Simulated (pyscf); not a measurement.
Thermochemistry of product channels of gallane (GaH₃) + methyl (CH₃•) on the doublet surface, in kcal/mol, from ωB97M-D3(BJ)/def2-TZVP energies (ideal gas, 1 atm, RRHO with modes under 100 cm⁻¹ raised to 100, one conformer, R ln 2 for rigid chiral ones). Optimised with ωB97X-D3(BJ)/def2-SVP in PySCF.

```
products                       ΔE  ΔH(298 K)  ΔG(298 K)  ΔG(900 K)
--------------------------  -----  ---------  ---------  ---------
[H₃C–GaH]• + hydrogen (H₂)  -19.0      -17.5      -17.4      -17.9
H₃C–GaH₂ + H atom (H•)       +5.0       +5.0       +6.3       +8.0
GaH₂• + methane (CH₄)       -28.1      -24.3      -24.1      -22.7
•H₂C–GaH₂ + hydrogen (H₂)    +2.1       +0.8       +1.6       +2.1
```

These are energies of the channels, which say nothing of barriers. Elements up to Kr have no core potential and no relativistic terms here.
